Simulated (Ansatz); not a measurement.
## Ligand exchange: C2HF + SiH2(NH2)(SiH3) → C2H3N + SiH2(SiH3)F

Species: C2HF `C#CF`, singlet; SiH2(NH2)(SiH3), singlet; C2H3N `C#CN`, singlet; SiH2(SiH3)F, singlet. The partners trade F for NH2: C–F and Si–NH2 bonds give way to C–NH2 and Si–F.

Shapes, held fixed at every level: PBE0-D4/def2-TZVP. Flexible molecules stand in one conformer, not always the lowest. Programs: Ansatz 0.2.0. Electronic energies: no zero-point or thermal term.

(1) Estimate ΔE of this reaction.

## Answers

(1) The highest level, CCSD(T)/CBS estimate, gives ΔE = -164.7 kJ/mol; the levels span -166.3 to -152.1. The column of differences is taken from that level and isn't an error. No measured value is set beside it here. The CBS estimate extrapolates MP2 from def2-TZVPP and def2-QZVPP and adds CCSD(T) − MP2 in the triple-zeta set, cores frozen.

```csv
level,kind,ΔE (kJ/mol),less CCSD(T)/CBS estimate
HF/def2-SVP,Hartree–Fock,-164.5,+0.2
PBE-D4/def2-TZVPP,GGA,-156.0,+8.7
r2SCAN-D4/def2-TZVPP,meta-GGA,-164.1,+0.6
r2SCAN0-D4/def2-TZVPP,global hybrid,-165.6,-0.9
MP2/def2-SVP,perturbation theory,-154.5,+10.2
MP2/def2-TZVPP,perturbation theory,-166.3,-1.6
CCSD/def2-SVP,coupled cluster or CI,-152.1,+12.6
CCSD(T)/CBS estimate,coupled cluster or CI,-164.7,0.0
```
